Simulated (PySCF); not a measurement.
## Shifts of the heteroatoms

Numbering as in the mapped SMILES `[N:1]#[C:2][CH2:3]/[CH:4]=[CH:5]\[F:6]`; H(Xn) means a hydrogen on atom n.

All values are calculated (PySCF 2.14.0 with density-fitted response routines): B3LYP/pcJ-1 coupling constants (spin–dipole term only in couplings to heteroatoms), PBE/pcSseg-2 with gauge-including orbitals, PBE0-D3(BJ)/def2-SVP geometry. Averaged over atoms made equivalent by symmetry, fast rotation or ring inversion, non-relativistic, single conformer, in vacuum.

Where does 19F resonate?

## Answers


```
atoms       environment  σ (ppm)  δ (ppm)
   F6  vinylic fluorine    274.0   -118.9
```

Shieldings were converted by a linear fit to measured shifts: 19F (scatter 2.5 ppm rms, 7.0 ppm with the 2 outliers that the fit left out vs CFCl3, solution or neat liquid, with a term for F on sp3 carbon). Occasional misses reach two or three times the rms, and more in compound classes unlike the fitted ones. Couplings are scaled by factors fitted to measured values: 2J(H,H) × 0.91 (rms 0.6 Hz), 3J(H,H) × 0.91 (rms 0.4 Hz, 0.5 with 2 outliers), 1J(C,F) × 0.77 (rms 7.3 Hz), 2J(C,F) × 1.09 (rms 1.9 Hz, 5.0 with 1 outliers), 3J(C,F) × 1.48 (rms 1.3 Hz); all others are unscaled and can be 10–30 % off.

Couplings (the largest are listed; each averaged over equivalent pairs): 1J(C5,F6) = -265.6 Hz, 2J(F6,H(C5)) = 89.6 Hz, 2J(C4,F6) = 3.2 Hz, 3J(F6,H(C4)) = 30.1 Hz, 3J(C3,F6) = 14.1 Hz.

On a 400 MHz spectrometer 19F resonates near 376.4 MHz, so 1 ppm is 376.4 Hz.
